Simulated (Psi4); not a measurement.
# HOF (hypofluorous acid): a chain of runs, part 1 of 2

Aim: a structure relaxation (BP86/cc-pVTZ), then vibrational wavenumbers, then the energy (MP2/def2-TZVPP) of HOF (hypofluorous acid). 

The results are computed with Psi4 1.11.

## 1. The system as given

HOF: 3 atoms, total charge 0, spin state singlet. SMILES: `OF`. Geometry: relaxed at GFN2-xTB. The run starts from this shape.

Bond lengths: O1–F2 1.386 Å, O1–H3 0.971 Å. Angles: F2–O1–H3 102.3°.

## 2. A structure relaxation at BP86/cc-pVTZ (density fitting) (run 1)

Contents of calc.py:

```python
import psi4

psi4.set_memory(1600000000)
psi4.set_num_threads(1)
psi4.core.set_output_file('output.dat', False)

geom = psi4.geometry("""
O      0.414430    -0.197140     0.208800
F     -0.212000     1.020440    -0.004820
H     -0.202430    -0.823300    -0.203980
""")

psi4.set_options(dict(geom_maxiter=60))

E, wfn = psi4.optimize("bp86/cc-pVTZ", molecule=geom, return_wfn=True)
print(f'total energy {E:.8f} hartree = {E * 27.211386:.5f} eV')
print(geom.to_string(dtype='xyz', units='Angstrom'))
```

Launch:

```sh
$ python calc.py
```

output.dat:

```text
gradient() will perform analytic gradient computation.

   => Loading Basis Set <=

    Name: CC-PVTZ
    Role: ORBITAL
    Keyword: BASIS

         ---------------------------------------------------------
                                   SCF
                              RKS Reference
                        1 Threads,   1525 MiB Core
         ---------------------------------------------------------

  ==> Geometry <==

    Molecular point group: cs
    Full point group: Cs

    Geometry (in Angstrom), charge = 0, multiplicity = 1:

       Center              X                  Y                   Z               Mass
    ------------   -----------------  -----------------  -----------------  -----------------
         O            0.364383550848    -0.627936373808     0.000000000000    15.994914619570
         F           -0.286865475239     0.595347653604     0.000000000000    18.998403162730
         H           -0.375360623551    -1.257029761186     0.000000000000     1.007825032230

  Running in cs symmetry.

  Rotational constants: A =     20.21354  B =      0.95628  C =      0.91309 [cm^-1]
  Rotational constants: A = 605986.68350  B =  28668.64309  C =  27373.62348 [MHz]
  Nuclear repulsion =   34.420598141556617

  Charge       = 0
  Multiplicity = 1
  Electrons    = 18
  Nalpha       = 9
  Nbeta        = 9

  ==> Algorithm <==

  SCF Algorithm Type is DF.
  DIIS enabled.
  MOM disabled.
  Fractional occupation disabled.
  Guess Type is SAD.
  Energy threshold   = 1.00e-08
  Density threshold  = 1.00e-08
  Integral threshold = 1.00e-12

  ==> Primary Basis <==

  Basis Set: CC-PVTZ
    Blend: CC-PVTZ
    Number of shells: 26
    Number of basis functions: 74
    Number of Cartesian functions: 85
    Spherical Harmonics?: true
    Max angular momentum: 3

  ==> DFT Potential <==

   => LibXC <=

    Version 7.1.2

   => Composite Functional: BP86 <=

    BP86 GGA Exchange-Correlation Functional

    Deriv               =              1
    GGA                 =           TRUE
    Meta                =          FALSE

    Exchange Hybrid     =          FALSE
    MP2 Hybrid          =          FALSE

   => Exchange Functionals <=

    1.0000     XC_GGA_X_B88

   => Correlation Functionals <=

    1.0000     XC_GGA_C_P86

   => LibXC Density Thresholds  <==

    XC_GGA_C_P86:  1.00E-15
    XC_GGA_X_B88:  1.00E-15

   => Molecular Quadrature <=

    Radial Scheme          =       TREUTLER
    Pruning Scheme         =           NONE
    Nuclear Scheme         =       TREUTLER

    Blocking Scheme        =         OCTREE
    BS radius alpha        =              1
    Pruning alpha          =              1
    Radial Points          =             75
    Spherical Points       =            302
    Total Points           =          66210
    Total Blocks           =            550
    Max Points             =            255
    Max Functions          =             74
    Weights Tolerance      =       1.00E-15

   => Loading Basis Set <=

    Name: (CC-PVTZ AUX)
    Role: JKFIT
    Keyword: DF_BASIS_SCF

  ==> Integral Setup <==

  DFHelper Memory: AOs need 0.009 GiB; user supplied 0.989 GiB.
  SCF_SUBTYPE=INCORE selected. In-core MEM_DF algorithm will be used.
  Using in-core AOs.

  ==> MemDFJK: Density-Fitted J/K Matrices <==

    J tasked:                   Yes
    K tasked:                    No
    wK tasked:                   No
    Memory [MiB]:              1012
    Algorithm:                 Core
    Schwarz Cutoff:           1E-12
    Mask sparsity (%):       0.0000
    Fitting Condition:        1E-10

   => Auxiliary Basis Set <=

  Basis Set: (CC-PVTZ AUX)
    Blend: CC-PVTZ-JKFIT
    Number of shells: 60
    Number of basis functions: 188
    Number of Cartesian functions: 227
    Spherical Harmonics?: true
    Max angular momentum: 4

  Cached 100.0% of DFT collocation blocks in 0.129 [GiB].

  Minimum eigenvalue in the overlap matrix is 3.3314369555E-03.
  Reciprocal condition number of the overlap matrix is 7.5534476036E-04.
    Using symmetric orthogonalization.

  ==> Pre-Iterations <==

  SCF Guess: Superposition of Atomic Densities via on-the-fly atomic UHF (no occupation information).

   -------------------------
    Irrep   Nso     Nmo
   -------------------------
     A'        50      50
     A"        24      24
   -------------------------
    Total      74      74
   -------------------------

  ==> Iterations <==

                           Total Energy        Delta E     RMS |[F,P]|

   @DF-RKS iter SAD:  -175.33696504692506   -1.75337e+02   0.00000e+00
   @DF-RKS iter   1:  -175.53474972736734   -1.97785e-01   8.79082e-03 DIIS/ADIIS
   @DF-RKS iter   2:  -175.34572595492986    1.89024e-01   1.53875e-02 DIIS/ADIIS
   @DF-RKS iter   3:  -175.59761152395322   -2.51886e-01   3.95688e-03 DIIS/ADIIS
   @DF-RKS iter   4:  -175.61028512373636   -1.26736e-02   9.67193e-04 DIIS/ADIIS
   @DF-RKS iter   5:  -175.61115278118911   -8.67657e-04   2.17666e-04 DIIS/ADIIS
   @DF-RKS iter   6:  -175.61120154243380   -4.87612e-05   1.48575e-05 DIIS
   @DF-RKS iter   7:  -175.61120177453006   -2.32096e-07   1.57023e-06 DIIS
   @DF-RKS iter   8:  -175.61120177680661   -2.27655e-09   2.71000e-07 DIIS
   @DF-RKS iter   9:  -175.61120177687974   -7.31291e-11   5.86634e-08 DIIS
   @DF-RKS iter  10:  -175.61120177688434   -4.60432e-12   6.64931e-09 DIIS
  Energy and wave function converged.

  ==> Post-Iterations <==

   Electrons on quadrature grid:
      Ntotal   =   17.9999998324 ; deviation = -1.676e-07

    Orbital Energies [Eh]
    ---------------------

    Doubly Occupied:

[... 12 lines left out ...]
    Final Occupation by Irrep:
[... 10 lines left out ...]
    One-Electron Energy =                -311.7993304809372148
[... 2 lines left out ...]
    Empirical Dispersion Energy =           0.0000000000000000
[... 16 lines left out ...]
 Dipole X            :         -0.3433811           -0.0795225           -0.4229036
[... 73 lines left out ...]
    Weights Tolerance      =       1.00E-15
[... 46 lines left out ...]
	   Step    Total Energy     Delta E     Max Force     RMS Force      Max Disp      RMS Disp   ~
[... 117 lines left out ...]
                           Total Energy        Delta E     RMS |[F,P]|
[... 3 lines left out ...]
   @DF-RKS iter   2:  -175.61209125096184    1.08200e-03   1.22659e-03 DIIS/ADIIS
[... 2 lines left out ...]
   @DF-RKS iter   5:  -175.61361908634723   -5.87836e-07   8.47657e-06 DIIS
[... 2 lines left out ...]
   @DF-RKS iter   8:  -175.61361915505370   -2.17995e-11   2.30740e-08 DIIS
[... 8 lines left out ...]
    Final Occupation by Irrep:
[... 10 lines left out ...]
    One-Electron Energy =                -310.1732688724890181
[... 2 lines left out ...]
    Empirical Dispersion Energy =           0.0000000000000000
[... 16 lines left out ...]
 Dipole X            :         -0.3428384           -0.0738316           -0.4166699
[... 42 lines left out ...]
    Weights Tolerance      =       1.00E-15
[... 46 lines left out ...]
	   Step    Total Energy     Delta E     Max Force     RMS Force      Max Disp      RMS Disp
[... 85 lines left out ...]
                           Total Energy        Delta E     RMS |[F,P]|
[... 3 lines left out ...]
   @DF-RKS iter   2:  -175.61366975907396    1.23554e-04   4.34593e-04 DIIS/ADIIS
[... 2 lines left out ...]
   @DF-RKS iter   5:  -175.61386650765419   -1.59204e-07   2.05176e-06 DIIS
[... 2 lines left out ...]
   @DF-RKS iter   8:  -175.61386651153026   -4.66116e-12   3.91014e-09 DIIS
[... 13 lines left out ...]
  @DF-RKS Final Energy:  -175.61386651153026
[... 5 lines left out ...]
    Two-Electron Energy =                 119.9312111881975085
[... 2 lines left out ...]
    VV10 Nonlocal Energy =                  0.0000000000000000
[... 16 lines left out ...]
 Dipole Y            :          1.1240381           -1.7480522           -0.6240140
[... 81 lines left out ...]
	                                 ==> Convergence Check <==
[... 8 lines left out ...]
	  Convergence Criteria     1.00e-06 *    3.00e-04 *             o    1.20e-03 *             o
[... 85 lines left out ...]
   @DF-RKS iter   0:  -175.61326522553946   -1.75613e+02   1.18753e-04
[... 2 lines left out ...]
   @DF-RKS iter   3:  -175.61387342668388   -1.15593e-05   1.34221e-05 DIIS
[... 2 lines left out ...]
   @DF-RKS iter   6:  -175.61387359167114   -2.24190e-10   6.64807e-08 DIIS
[... 8 lines left out ...]
    Final Occupation by Irrep:
[... 10 lines left out ...]
    One-Electron Energy =                -309.3974042400668623
[... 2 lines left out ...]
    Empirical Dispersion Energy =           0.0000000000000000
[... 16 lines left out ...]
 Dipole X            :         -0.3432167           -0.0698579           -0.4130746
[... 42 lines left out ...]
    Weights Tolerance      =       1.00E-15
[... 46 lines left out ...]
	   Step    Total Energy     Delta E     Max Force     RMS Force      Max Disp      RMS Disp
[... 85 lines left out ...]
                           Total Energy        Delta E     RMS |[F,P]|
[... 1 line left out ...]
   @DF-RKS iter   0:  -175.61366139132343   -1.75614e+02   2.05188e-05
   @DF-RKS iter   1:  -175.61387399714735   -2.12606e-04   7.38389e-06 DIIS
   @DF-RKS iter   2:  -175.61387401255558   -1.54082e-08   6.06004e-06 DIIS
   @DF-RKS iter   3:  -175.61387404714850   -3.45929e-08   2.04599e-06 DIIS
   @DF-RKS iter   4:  -175.61387405069513   -3.54663e-09   6.52061e-07 DIIS
   @DF-RKS iter   5:  -175.61387405110830   -4.13166e-10   1.29535e-07 DIIS
   @DF-RKS iter   6:  -175.61387405112580   -1.75078e-11   9.53810e-09 DIIS
  Energy and wave function converged.

  ==> Post-Iterations <==

   Electrons on quadrature grid:
      Ntotal   =   17.9999985833 ; deviation = -1.417e-06

    Orbital Energies [Eh]
    ---------------------

    Doubly Occupied:

       1Ap   -24.318369     2Ap   -18.876337     3Ap    -1.142301
       4Ap    -0.894417     5Ap    -0.516895     6Ap    -0.445069
       1App   -0.402903     7Ap    -0.328890     2App   -0.264646

    Virtual:

       8Ap    -0.121047     9Ap     0.007889    10Ap     0.326408
      11Ap     0.475267    12Ap     0.481164     3App    0.513121
      13Ap     0.592996     4App    0.651100    14Ap     0.708990
[... 18 lines of this table left out ...]
      49Ap     9.875064    50Ap    10.354561

    Final Occupation by Irrep:
             Ap   App
    DOCC [     7,    2 ]
    NA   [     7,    2 ]
    NB   [     7,    2 ]

  @DF-RKS Final Energy:  -175.61387405112580

   => Energetics <=

    Nuclear Repulsion Energy =             33.1711158739421492
    One-Electron Energy =                -309.3756280178561724
    Two-Electron Energy =                 119.8922810447948848
    DFT Exchange-Correlation Energy =     -19.3016429520066666
    Empirical Dispersion Energy =           0.0000000000000000
    VV10 Nonlocal Energy =                  0.0000000000000000
    Total Energy =                       -175.6138740511258050

Computation Completed

Properties will be evaluated at   0.000000,   0.000000,   0.000000 [a0]

Properties computed using the SCF density matrix

 Multipole Moments:

 ------------------------------------------------------------------------------------
     Multipole            Electronic (a.u.)      Nuclear  (a.u.)        Total (a.u.)
 ------------------------------------------------------------------------------------

 L = 1.  Multiply by 2.5417464519 to convert [e a0] to [Debye]
 Dipole X            :         -0.3431865           -0.0697511           -0.4129376
 Dipole Y            :          1.1213195           -1.7447008           -0.6233813
 Dipole Z            :          0.0000000            0.0000000            0.0000000
 Magnitude           :                                                    0.7477444

 ------------------------------------------------------------------------------------

	total time  =          1 seconds =       0.02 minutes

         ------------------------------------------------------------
                                   SCF GRAD
         ------------------------------------------------------------

  ==> Geometry <==

    Molecular point group: cs
    Full point group: Cs

    Geometry (in Angstrom), charge = 0, multiplicity = 1:

       Center              X                  Y                   Z               Mass
    ------------   -----------------  -----------------  -----------------  -----------------
         O            0.394794232710    -0.651335278909     0.000000000000    15.994914619570
         F           -0.311688088749     0.614130760654     0.000000000000    18.998403162730
         H           -0.390071749409    -1.239750522870     0.000000000000     1.007825032230

  Nuclear repulsion =   33.171115873942149

   => Molecular Quadrature <=

    Radial Scheme          =       TREUTLER
    Pruning Scheme         =           NONE
    Nuclear Scheme         =       TREUTLER

    Blocking Scheme        =         OCTREE
    BS radius alpha        =              1
    Pruning alpha          =              1
    Radial Points          =             75
    Spherical Points       =            302
    Total Points           =          66222
    Total Blocks           =            551
    Max Points             =            256
    Max Functions          =             74
    Weights Tolerance      =       1.00E-15

  -Total Gradient:
     Atom            X                  Y                   Z
    ------   -----------------  -----------------  -----------------
       1       -0.000020243038     0.000044108273     0.000000000000
       2        0.000025000605    -0.000040480774     0.000000000000
       3       -0.000001685908    -0.000015165471     0.000000000000

	total time  =          0 seconds =       0.00 minutes

    			-----------------------------------------

    			 OPTKING 3.0: for geometry optimizations

    			        with contributions from

    			-----------------------------------------

	                            ===> Fragment 1 <==

	 Z (Atomic Numbers)          Masses                          Geom
	       8.000000            15.994915          0.74605298 -1.23084529  0.00000000
	       9.000000            18.998403         -0.58900512  1.16053894  0.00000000
	       1.000000             1.007825         -0.73712878 -2.34278895  0.00000000

	 - Coordinate -           - BOHR/RAD -       - ANG/DEG -
	 R(1,2)           =         2.738813           1.449318
	 R(1,3)           =         1.853712           0.980942
	 B(2,1,3)         =         1.704930          97.685274

	        --- Internal Coordinate Step in ANG or DEG, aJ/ANG or AJ/DEG ---
	-------------------------------------------------------------------------------
	           Coordinate      Previous         Force          Change          New
	           ----------      --------        ------          ------        ------
	               R(1,2)       1.44932        0.00036        0.00007       1.44939
	               R(1,3)       0.98094       -0.00008       -0.00001       0.98093
	             B(2,1,3)      97.68527       -0.00000       -0.00538      97.67990
	-------------------------------------------------------------------------------

	                                 ==> Convergence Check <==

	Measures of convergence in internal coordinates in au.

	Criteria marked as inactive (o), active & met (*), and active & unmet ( ).

	----------------------------------------------------------------------------------------------
	   Step    Total Energy     Delta E     Max Force     RMS Force      Max Disp      RMS Disp
	----------------------------------------------------------------------------------------------
	  Convergence Criteria     1.00e-06 *    3.00e-04 *             o    1.20e-03 *             o
	----------------------------------------------------------------------------------------------
	     5    -175.61387405   -4.59e-07 *    4.41e-05 *    2.70e-05 o    1.37e-04 *    9.63e-05 o  ~
	----------------------------------------------------------------------------------------------

Next Geometry in Ang
	Fragment 1 (Ang)

	    O   0.3948260712  -0.6513738318   0.0000000000
	    F  -0.3117140035   0.6141428827   0.0000000000
	    H  -0.3900776731  -1.2397240921   0.0000000000

    Final optimized geometry and variables:
    Molecular point group: cs
    Full point group: Cs

    Geometry (in Angstrom), charge = 0, multiplicity = 1:

    O            0.394794232710    -0.651335278909     0.000000000000
    F           -0.311688088749     0.614130760654     0.000000000000
    H           -0.390071749409    -1.239750522870     0.000000000000

[set-up sections that repeat, and orbital energies of the middle runs, are left out above]
```

On the terminal:

```text
Some dependencies such as QCElemental have not yet finished migration to pydantic v2. If issues are encountered please downgrade pydantic or upgrade QCElemental as appropriate
Optimizer: Optimization complete!
total energy -175.61387405 hartree = -4778.69691 eV
3
0 1 FHO
O                     0.394794232710    -0.651335278909     0.000000000000
F                    -0.311688088749     0.614130760654     0.000000000000
H                    -0.390071749409    -1.239750522870     0.000000000000
```

Run time: 8.1 s. Hardware: 1 thread of Intel Xeon 6975P-C (Granite Rapids), shared host; peak memory 0.39 GiB.

Step by step:

| step | energy from the first frame kept (eV) | largest force (eV/Å) |
| --- | --- | --- |
| 0 | 0.0000 | 2.2813 |
| 1 | -0.0658 | 0.6559 |
| 2 | -0.0725 | 0.0924 |
| 3 | -0.0727 | 0.0228 |
| 4 | -0.0727 | 0.0025 |

After the run. Bond lengths: O1–F2 1.449 Å, O1–H3 0.981 Å. Angles: F2–O1–H3 97.7°.

(Continued in part 2 of 2.)
